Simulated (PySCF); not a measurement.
A basis-limit estimate, worked out

An elementary step of SiNH₆F, singlet (SiH₃F ([F][SiH3]) + NH₃ → SiNH₅ ([NH2][SiH3]) + HF; bonds formed: Si1–N7, F2–H6; bonds broken: Si1–F2, H6–N7). “Start” is the structure reached by relaxing down from the saddle towards the reactants; PBE0-D4/def2-TZVP structures. The saddle:

Si1  (-0.588, -0.036, -0.627)
F2  (1.403, 0.715, -0.888)
H3  (-0.141, -1.028, -1.624)
H4  (-1.890, -0.613, -0.134)
H5  (-0.955, 1.344, -0.999)
H6  (1.230, 0.342, 0.305)
N7  (0.378, -0.122, 0.956)
H8  (0.541, -1.058, 1.306)
H9  (0.022, 0.458, 1.705)
(Å)

Computed with PySCF 2.14 with density fitting (its default auxiliary sets; JK sets also for MP2 and CCSD(T)) (basis: def2-TZVPP and def2-QZVPP); correlated methods freeze the cores.

Energies in eV:

| quantity | saddle | start |
| --- | --- | --- |
| Hartree–Fock, triple zeta (X = 3) | -12146.69974 | -12148.62312 |
| Hartree–Fock, quadruple zeta (X = 4) | -12147.15526 | -12149.09188 |
| MP2 correlation, X = 3 | -17.47983 | -16.89805 |
| MP2 correlation, X = 4 | -18.87807 | -18.26769 |
| CCSD(T) correlation, X = 3 | -18.90778 | -18.37976 |

Q: Work out the barrier at the basis limit: extrapolate Hartree–Fock as E(X) = E∞ + A exp(−7.88 √X) and the MP2 correlation as E(X) = E∞ + B X^−2.97 (the exponents that Neese and Valeev fitted for def2-TZVPP and QZVPP), then add CCSD(T) − MP2 in triple zeta.

A: Each step is linear, so take the differences first (saddle − start): Hartree–Fock 1.92338 (X = 3) and 1.93662 (X = 4); MP2 correlation -0.58178 and -0.61038; CCSD(T) correlation -0.52802.
Two points give E∞ = E(4) + w [E(4) − E(3)], with w = 1/(exp(7.88 (2 − √3)) − 1) = 0.1377 for Hartree–Fock and w = 1/((4/3)^2.97 − 1) = 0.7407 for the correlation.
Hartree–Fock: 1.93662 + 0.1377 × 0.01324 = 1.9384 eV.
MP2 correlation: -0.61038 + 0.7407 × (-0.02860) = -0.6316 eV.
CCSD(T) − MP2: -0.52802 − (-0.58178) = 0.0538 eV.
Sum: 1.9384 + (-0.6316) + 0.0538 = 1.3606 eV, or 31.38 kcal/mol. Plain CCSD(T) in triple zeta gives 1.3954 eV, so the larger basis shifts the result by -0.0348 eV.

T1 diagnostic: at most 0.012.

The step is the kind of exchange with an N–H group that builds nitride films in atomic layer and chemical vapour deposition.

Labels in which every atom is bracketed show which atoms are joined, not bond orders.

For scale, one of the runs: CCSD(T)/def2-TZVPP, 188 basis functions, launched by `OMP_NUM_THREADS=4 python run.py`. The run took 4.4 min on 4 CPU threads of an Arm Neoverse V2 (shared host), with 2 GiB of host memory at its peak.
